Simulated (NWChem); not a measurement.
# C2H3FO (acetyl fluoride) at 6 levels

Wanted: a comparison of 6 runs (HF/STO-3G, HF/3-21G, B3LYP/6-31G*, B3LYP/aug-cc-pVDZ, M06-2X/aug-cc-pVDZ, PBE/aug-cc-pVDZ) of C2H3FO (acetyl fluoride). 

The results are computed with NWChem 7.3.0.

## (1) The structure to begin with

C2H3FO: 7 atoms, total charge 0, spin state singlet. SMILES: `CC(=O)F`. Geometry: relaxed at PBE0-D4/def2-TZVP.

Bond lengths: C1–C2 1.488 Å, C2–O3 1.179 Å, C2–F4 1.351 Å, C1–H5 1.087 Å, C1–H6 1.092 Å, C1–H7 1.092 Å. Angles: C1–C2–O3 129.2°, C1–C2–F4 110.5°, O3–C2–F4 120.2°, C2–C1–H5 109.9°, C2–C1–H6 109.4°, C2–C1–H7 109.4°, H5–C1–H6 110.4°, H5–C1–H7 110.4°, H6–C1–H7 107.3°.

## (2) Energy and forces at HF/STO-3G (run 1)

The input, geom.nw:

```
start geom
title "C2H3FO gradient"
memory total 2200 mb

geometry units au noautosym nocenter noautoz
 C   0.91710299  0.02844038  0.83835810
 C  -1.31315179 -0.06491209 -0.87037006
 O  -3.46842223 -0.31310872 -0.36239278
 F  -0.58711901  0.18449396 -3.30588688
 H   0.31240952 -0.17366583  2.79048298
 H   2.23110515 -1.47992012  0.33416027
 H   1.90807537  1.81869132  0.57562947
end

basis "ao basis" spherical bse
 * library STO-3G
end

scf
 thresh 1e-08
 maxiter 80
end

task scf gradient
```

Launch:

```sh
nwchem geom.nw > geom.out
```

The log of the run:

```text
[...]
  functions       =    23
[...]
  wavefunction    = RHF
[...]
         Total SCF energy =   -248.418895527744
      One-electron energy =   -580.749419921272
      Two-electron energy =    213.097223467835
 Nuclear repulsion energy =    119.233300925693
        Time for solution =      0.6s
[...]
                         RHF ENERGY GRADIENTS
    atom               coordinates                        gradient
                 x          y          z           x          y          z
   1 C       0.917103   0.028440   0.838358   -0.034056  -0.001471  -0.025533
   2 C      -1.313152  -0.064912  -0.870370   -0.042895  -0.007043   0.038743
   3 O      -3.468422  -0.313109  -0.362393    0.075878   0.008999  -0.021410
   4 F      -0.587119   0.184494  -3.305887   -0.001027  -0.001160   0.014505
   5 H       0.312410  -0.173666   2.790483   -0.003828  -0.000445   0.000972
   6 H       2.231105  -1.479920   0.334160    0.003217  -0.002064  -0.003831
   7 H       1.908075   1.818691   0.575629    0.002710   0.003185  -0.003446
[...]
```

It took 1.2 s on 1 thread of Intel Xeon 6975P-C (Granite Rapids), shared host; peak memory 0.1 GiB.

## (3) Energy and forces at HF/3-21G (run 2)

The input, geom.nw:

```
start geom
memory stack 880 mb heap 220 mb global 1100 mb
charge 0

geometry noautosym nocenter noautoz
   C     0.485310    0.015050    0.443640
   C    -0.694890   -0.034350   -0.460580
   O    -1.835410   -0.165690   -0.191770
   F    -0.310690    0.097630   -1.749400
   H     0.165320   -0.091900    1.476660
   H     1.180650   -0.783140    0.176830
   H     1.009710    0.962410    0.304610
end

basis "ao basis" spherical bse
   * library 3-21G
end

scf
   thresh 1e-08
   maxiter 80
   noprint "final vectors analysis"
end

task scf gradient
```

Launch:

```sh
nwchem geom.nw > geom.out
```

The log of the run:

```text
[...]
  functions       =    42
[...]
  wavefunction    = RHF
[...]
         Total SCF energy =   -250.406297979319
      One-electron energy =   -580.930269435929
      Two-electron energy =    211.290661899955
 Nuclear repulsion energy =    119.233309556655
        Time for solution =      0.7s
[...]
                         RHF ENERGY GRADIENTS
    atom               coordinates                        gradient
                 x          y          z           x          y          z
   1 C       0.917103   0.028440   0.838358   -0.007568  -0.000412  -0.004522
   2 C      -1.313152  -0.064912  -0.870370   -0.005551  -0.000200  -0.004816
   3 O      -3.468422  -0.313109  -0.362393    0.010333   0.001089  -0.001014
   4 F      -0.587119   0.184494  -3.305887   -0.001696  -0.000652   0.006676
   5 H       0.312410  -0.173666   2.790483   -0.002206  -0.000721   0.006912
   6 H       2.231105  -1.479920   0.334160    0.003796  -0.004200  -0.001959
   7 H       1.908075   1.818691   0.575629    0.002892   0.005098  -0.001277
[...]
```

Run time: 1.4 s. Hardware: 1 thread of Intel Xeon 6975P-C (Granite Rapids), shared host; peak memory 0.1 GiB.

Runs 3 to 5 aren't shown in full; the table further down has their settings and results.

## (4) Energy and forces at PBE/aug-cc-pVDZ (run 6)

The input, c2h3fo.nw:

```
start c2h3fo
title "C2H3FO gradient"
memory 2200 mb

geometry units angstroms noautosym nocenter noautoz
  C        0.485310       0.015050       0.443640
  C       -0.694890      -0.034350      -0.460580
  O       -1.835410      -0.165690      -0.191770
  F       -0.310690       0.097630      -1.749400
  H        0.165320      -0.091900       1.476660
  H        1.180650      -0.783140       0.176830
  H        1.009710       0.962410       0.304610
end

basis "ao basis" spherical bse
  * library aug-cc-pVDZ
end

dft
  xc xpbe96 cpbe96
  grid fine
  convergence energy 1e-08
  maxiter 100
  mulliken
end

task dft gradient
```

Launch:

```sh
nwchem c2h3fo.nw > c2h3fo.out
```

The log of the run:

```text
[...]
          Wavefunction type:  closed shell.
          No. of atoms     :     7
          No. of electrons :    32
[...]
          Charge           :     0
          Spin multiplicity:     1
[...]
          AO basis - number of functions:   119
[...]
              XC Information
              --------------
          PerdewBurkeErnzerhof Exchange Functional  1.000
            Perdew 1991 LDA Correlation Functional  1.000 local
           PerdewBurkeErnz. Correlation Functional  1.000 non-local
[...]
 d= 0,ls=0.0,diis     1   -252.7059569354 -3.72D+02  2.74D-02  1.41D+00     3.0
[...]
 d= 0,ls=0.0,diis    11   -252.8598167889 -9.26D-09  2.04D-07  2.06D-09    26.9
         Total DFT energy =     -252.859816788919
      One electron energy =     -583.009638164971
           Coulomb energy =      241.627936111163
    Exchange-Corr. energy =      -30.711424291766
 Nuclear repulsion energy =      119.233309556655
[...]
      Total Density - Mulliken Population Analysis
     ---------------------------------------------
    Atom       Charge   Shell Charges
 -----------   ------   -------------------------------------------------------
    1 C    6     5.47   2.02  0.65  0.24  0.15  2.18  0.24 -0.01  0.04 -0.06
    2 C    6     5.36   2.03  0.69  0.42 -0.16  1.99  0.12 -0.02  0.24  0.07
    3 O    8     8.38   2.01  0.85  1.00  0.17  2.83  1.40  0.09  0.02  0.02
    4 F    9     9.40   2.01  0.90  1.05  0.15  3.32  1.83  0.13  0.00  0.01
    5 H    1     1.17   0.77  0.40  0.00  0.03 -0.03
    6 H    1     1.11   0.76  0.34  0.01  0.03 -0.03
    7 H    1     1.11   0.76  0.34  0.01  0.03 -0.03
[...]
  wavefunction    = closed shell
                         DFT ENERGY GRADIENTS
    atom               coordinates                        gradient
                 x          y          z           x          y          z
   1 C       0.917103   0.028440   0.838358    0.001118   0.000055   0.000705
   2 C      -1.313152  -0.064912  -0.870370   -0.024649  -0.001589  -0.011357
   3 O      -3.468422  -0.313109  -0.362393    0.039894   0.004626  -0.009807
   4 F      -0.587119   0.184494  -3.305887   -0.008054  -0.002737   0.026636
   5 H       0.312410  -0.173666   2.790483    0.002606   0.000911  -0.008944
   6 H       2.231105  -1.479920   0.334160   -0.006149   0.006399   0.001899
   7 H       1.908075   1.818691   0.575629   -0.004766  -0.007665   0.000870
[...]
```

Wall time 37 s (1 thread of Intel Xeon 6975P-C (Granite Rapids), shared host); peak memory 0.12 GiB.

## (5) All runs side by side

```
run                               level  iteration cap  module  energy (Eh)  dipole moment (D)  HOMO energy (eV)  LUMO energy (eV)  wall time
  1                           HF/STO-3G             80     scf  -248.418896               1.97             -9.97              8.12      1.2 s
  2                            HF/3-21G             80     scf  -250.406298               3.26                 –                 –      1.4 s
  3  B3LYP/6-31G* (spherical functions)            100     dft  -253.087877               2.77             -8.29             -0.23       18 s
  4                   B3LYP/aug-cc-pVDZ            100     dft  -253.131847               2.99             -8.77             -0.81       37 s
  5                  M06-2X/aug-cc-pVDZ            100     dft  -253.034828               3.02                 –                 –       43 s
  6                     PBE/aug-cc-pVDZ            100     dft  -252.859817               2.87             -7.31             -1.65       37 s
```

## (6) What came out

```
                       quantity          value
            run 6: total energy  -252.85982 Eh
           run 6: dipole moment         2.87 D
             run 6: HOMO energy       -7.31 eV
             run 6: LUMO energy       -1.65 eV
           run 6: HOMO–LUMO gap        5.65 eV
run 6: largest force on an atom     2.126 eV/Å
```

What this shows: The dipole moment (its size) runs from 1.97 D (HF/STO-3G) to 3.26 D (HF/3-21G). Over runs 1, 3, 4, 6 the HOMO–LUMO gap runs from 5.65 eV (PBE/aug-cc-pVDZ) to 18.09 eV (HF/STO-3G). The two ends differ in method and basis. Totals of different functionals can't be ranked against each other. In run 1 the basis is minimal, so the values are rough. All runs together took 2.3 min, the longest 43 s.
